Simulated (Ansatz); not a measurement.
Gas-phase reaction in SMILES: c1ccsc1 [thiophene] → [c]1ccsc1 + H atom (the C-H bond breaks)

Property: bond dissociation energy (electronic), in kcal/mol. Conventions: LANL2DZ with its own core potentials from Na on; dispersion terms only where a functional's name holds one; non-relativistic; UHF or UKS for open shells; 6-31G* and kin with 6d, 5d where marked; 6-311+G** with 5d, 6d on Na to Ar in Ansatz (an electronic-structure program); spin-orbit terms left out. Ab initio and DFT rows: single points at B3LYP-D3(BJ) geometries (Ansatz). A UHF reference is markedly spin-contaminated in at least one set, which strains HF and MP2. The Hartree-Fock reference of c1ccsc1 is unstable towards a lower, spin-broken solution.

```json
[
 {"level": "HF/LANL2DZ", "program": "Ansatz", "bond dissociation energy (electronic) (kcal/mol)": "94.2"},
 {"level": "PBE/6-311+G**", "program": "Ansatz", "bond dissociation energy (electronic) (kcal/mol)": "117.7"},
 {"level": "B3LYP/3-21G", "program": "Ansatz", "bond dissociation energy (electronic) (kcal/mol)": "122.1"},
 {"level": "B3LYP/6-31G*", "program": "Ansatz", "bond dissociation energy (electronic) (kcal/mol)": "120.2"},
 {"level": "B3LYP/6-31G**", "program": "Ansatz", "bond dissociation energy (electronic) (kcal/mol)": "121.3"},
 {"level": "PBE0/6-31G*", "program": "Ansatz", "bond dissociation energy (electronic) (kcal/mol)": "118.8"},
 {"level": "PBE0/6-311+G**", "program": "Ansatz", "bond dissociation energy (electronic) (kcal/mol)": "118.7"},
 {"level": "PBE/def2-TZVPD", "program": "Ansatz", "bond dissociation energy (electronic) (kcal/mol)": "117.5"}
]
```

No value to compare with is used here. The 7 habitual levels span 94.2 (HF/LANL2DZ) to 122.1 kcal/mol (B3LYP/3-21G); PBE/def2-TZVPD gives 117.5.

The levels are drawn from those run, B3LYP/6-31G* more often than the rest, none by its result; runs whose electronic state is in doubt are left out.
